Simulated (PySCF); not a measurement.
PySCF input for nitrous oxide (N2O), SMILES N#[N+][O-], PBE0/pcSseg-2. Geometry: PBE0-D3(BJ)/def2-TZVP.

```python
import numpy as np
from pyscf import gto, scf, dft
from pyscf.prop.nmr import rks as nmr

mol = gto.M(
    atom='''
    N     0.00000000    0.00000000   -1.18943263
    N     0.00000000    0.00000000   -0.07130385
    O     0.00000000    0.00000000    1.10314441
    ''',
    basis='pcSseg-2',
    charge=0,
    spin=0,
    max_memory=1600,
    verbose=3,
)
mf = dft.RKS(mol, xc='pbe0')
mf.grids.level = 3
mf.conv_tol = 1e-10
mf.max_cycle = 100
mf.kernel()
n = nmr.NMR(mf)
n.verbose = 2
n.max_cycle_cphf = 60
sigma = n.kernel()
print('atom   isotropic/ppm   span/ppm')
for i, s in enumerate(sigma):
    w = np.linalg.eigvalsh((s + s.T) / 2)
    print(f'{mol.atom_symbol(i):2s}{i + 1:3d} {w.mean():14.3f} {w[2] - w[0]:11.3f}')
```

It prints:

```
converged SCF energy = -184.542631285211
atom   isotropic/ppm   span/ppm
N   1         90.575     380.098
N   2         -3.140     533.214
O   3        188.252     343.028
```

The calculation finished and met its thresholds.
